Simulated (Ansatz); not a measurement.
in.yaml

```yaml
crystal:
  periodic: [false, false, false]
  atoms:
    - {symbol: Si, position_ang: [0.000000, 0.000000, 0.000000]}
    - {symbol: N, position_ang: [0.000000, 0.000000, 1.557600]}
basis:
  gaussian: {orbitals: cc-pVDZ}
total_charge: 1
magnetization: {spin_polarized: true, initial_magnetization: 2}
correlation: {method: ccsdtq, electrons: outside_noble_gas}
```

```sh
$ ansatz run in.yaml --threads 2 --pin off --events-out ev --progress --plain --max-ram 16896MiB --backend cuda --devices 0, --max-vram 18GiB
```

(1) Roughly how long does this take on 2 threads of AMD EPYC 7R13 with a shared H100 80 GB, shared host, and how much host memory?

```
576 factors; integrals over basis functions are off by at most 1.9e-7 eV
mean field evaluation 1: about -9323.7473 eV, gradient 3.6e1 eV
mean field evaluation 2: about -9323.7522 eV, gradient 3.6e1 eV
mean field evaluation 4: about -9331.2406 eV, gradient 3.4e0 eV
mean field evaluation 8: about -9331.9975 eV, gradient 4.4e-1 eV
mean field evaluation 16: about -9332.0216 eV, gradient 8.1e-1 eV
mean field evaluation 32: about -9331.9134 eV, gradient 1.2e0 eV
mean field evaluation 64: about -9332.0044 eV, gradient 6.1e-4 eV
mean field evaluation 96: about -9332.0737 eV, gradient 1.8e0 eV
mean field evaluation 128: about -9331.8258 eV, gradient 1.7e0 eV
mean field evaluation 160: about -9329.0249 eV, gradient 8.8e0 eV
...
cycle  16  -5.50856094 eV  change   -1.1e-5 eV  update   5.2e-5
cycle  17  -5.50856753 eV  change   -6.6e-6 eV  update   3.0e-5
cycle  18  -5.50856519 eV  change    2.3e-6 eV  update   2.1e-5
cycle  19  -5.50856920 eV  change   -4.0e-6 eV  update   1.3e-5
cycle  20  -5.50857576 eV  change   -6.6e-6 eV  update   7.8e-6
cycle  21  -5.50857663 eV  change   -8.6e-7 eV  update   5.0e-6
cycle  22  -5.50857496 eV  change    1.7e-6 eV  update   3.1e-6
cycle  23  -5.50857161 eV  change    3.4e-6 eV  update   1.9e-6
cycle  24  -5.50856965 eV  change    2.0e-6 eV  update   1.1e-6
cycle  25  -5.50856886 eV  change    7.9e-7 eV  update   7.3e-7
Total energy: -9337.51299204 eV, -343.1472732638 hartree
```

For the same geometry and basis full CI lies 0.2 meV lower.

Results:

(1) 41 s wall and 0.87 GiB.
